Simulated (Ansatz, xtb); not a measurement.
# A geometry optimisation of FHSSi with r2SCAN-D4/def2-SVP

The starting geometry of this gas-phase singlet has its atoms placed at random.

```xyz
4

F     1.4907   -0.4026    0.6591
S     0.5643    0.0615   -1.2442
Si   -0.5228   -0.2069    0.5700
H    -0.0984    0.8331    1.4440
```

Q: One run relaxed it with r2SCAN-D4/def2-SVP. What is a likely outcome?

A: It ends as `F[SiH]=S`. Contacts that close: F1–Si3 (2.02 → 1.62 Å).

The energy falls by 5.11 eV over 11 steps:

```json
{"step": "1", "E − E(last) (eV)": "5.112"}
{"step": "2", "E − E(last) (eV)": "4.788"}
{"step": "3", "E − E(last) (eV)": "3.805"}
{"step": "4", "E − E(last) (eV)": "2.496"}
{"step": "5", "E − E(last) (eV)": "1.177"}
{"step": "7", "E − E(last) (eV)": "0.015"}
{"step": "8", "E − E(last) (eV)": "0.011"}
{"step": "9", "E − E(last) (eV)": "0.001"}
{"step": "10", "E − E(last) (eV)": "0.000"}
{"step": "11", "E − E(last) (eV)": "0.000"}
```

Final geometry (Å):

```tsv
atom	x (Å)	y (Å)	z (Å)
F	1.4026	-0.8215	1.1495
S	0.0610	0.1712	-1.5444
Si	0.3291	0.0996	0.3695
H	-0.3589	0.8358	1.4542
```

From the same start GFN2-xTB reaches the same bonding as this run.

From so rough a start the end depends on the optimiser's path, so another program may land elsewhere. The end wasn't checked by frequencies. Run with Ansatz 0.2.0, 9 s on 2 threads of Arm Neoverse V2 (shared host).
